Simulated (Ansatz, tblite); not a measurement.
# BH2Me (CH5B): removing and adding an electron

One table from this session's results is given with a row withheld; the runs are named, their logs left out.

Method: as each input shows; program: Ansatz 0.2.0, Gaussian basis.

Levels to be run: charge +1 doublet, at the geometry of the singlet (PBE0-D4/def2-TZVP, PBE-D4/def2-TZVP, r2SCAN-D4/def2-TZVP, CCSD(T)/def2-TZVPP); charge -1 doublet, at the geometry of the singlet (PBE0-D4/def2-TZVPD, PBE-D4/def2-TZVPD, r2SCAN-D4/def2-TZVPD, CCSD(T)/def2-TZVPD); the starting singlet's energies come from earlier runs.

### The geometry

The geometry is that of the singlet, from an earlier relaxation (r2SCAN-D4/def2-TZVP).

7 atoms, charge 0, spin multiplicity 1.

Atoms are counted from 1 here; the program's logs count them from 0.

Bond lengths: B1–H2 1.198 Å, B1–H3 1.198 Å, B1–C4 1.547 Å, C4–H5 1.106 Å, C4–H6 1.091 Å, C4–H7 1.092 Å. Angles: H2–B1–H3 118.2°, H2–B1–C4 120.8°, H3–B1–C4 120.9°, B1–C4–H5 103.0°, B1–C4–H6 115.5°, B1–C4–H7 115.4°, H5–C4–H6 105.6°, H5–C4–H7 105.5°, H6–C4–H7 110.5°.

Coordinates:

```
B     0.4364    0.7635    0.0135
H     1.6343    0.7801    0.0273
H    -0.1423    1.8042   -0.1173
C    -0.3378   -0.5749    0.0726
H    -0.4037   -0.8711   -0.9905
H    -1.3692   -0.5069    0.4231
H     0.1823   -1.3949    0.5713
```

The first run:

Contents of in.yaml:

```yaml
crystal:
  periodic: [false, false, false]
  atoms:
    - {symbol: B, position_ang: [0.436416, 0.763522, 0.013520]}
    - {symbol: H, position_ang: [1.634268, 0.780066, 0.027272]}
    - {symbol: H, position_ang: [-0.142343, 1.804246, -0.117301]}
    - {symbol: C, position_ang: [-0.337797, -0.574909, 0.072576]}
    - {symbol: H, position_ang: [-0.403681, -0.871095, -0.990504]}
    - {symbol: H, position_ang: [-1.369160, -0.506910, 0.423138]}
    - {symbol: H, position_ang: [0.182296, -1.394920, 0.571288]}
basis:
  gaussian: {orbitals: def2-TZVP}
total_charge: 1
magnetization: {spin_polarized: true, initial_magnetization: 1}
hamiltonian: {xc: pbe0, dispersion: d4}
output: {orbitals: {seedname: orbitals}}
```

Command:

```sh
$ ansatz run in.yaml --threads 4 --pin off --events-out ev --progress --plain --max-ram 3916MiB
```

Steps of the session up to this table: Charge +1 doublet at the fixed geometry, PBE0-D4/def2-TZVP; Charge +1 doublet at the fixed geometry, PBE-D4/def2-TZVP; Charge +1 doublet at the fixed geometry, r2SCAN-D4/def2-TZVP; Charge +1 doublet at the fixed geometry, CCSD(T)/def2-TZVPP.

One of the session's tables, all rows but one given; the rest of the session is left out.

It belongs to the step «Vertical ionisation energy». 

```
             method  vertical ionisation energy (eV)
      HF/def2-TZVPP                            11.49
   PBE-D4/def2-TZVP                            11.35
r2SCAN-D4/def2-TZVP                            11.48
  PBE0-D4/def2-TZVP                                ?
     MP2/def2-TZVPP                            12.16
    CCSD/def2-TZVPP                            12.14
 CCSD(T)/def2-TZVPP                            12.10
```

Estimate the missing values for PBE0-D4/def2-TZVP.

As computed: vertical ionisation energy (eV): 11.67. In the column «vertical ionisation energy (eV)» it lies between HF/def2-TZVPP (11.49) and CCSD(T)/def2-TZVPP (12.10).
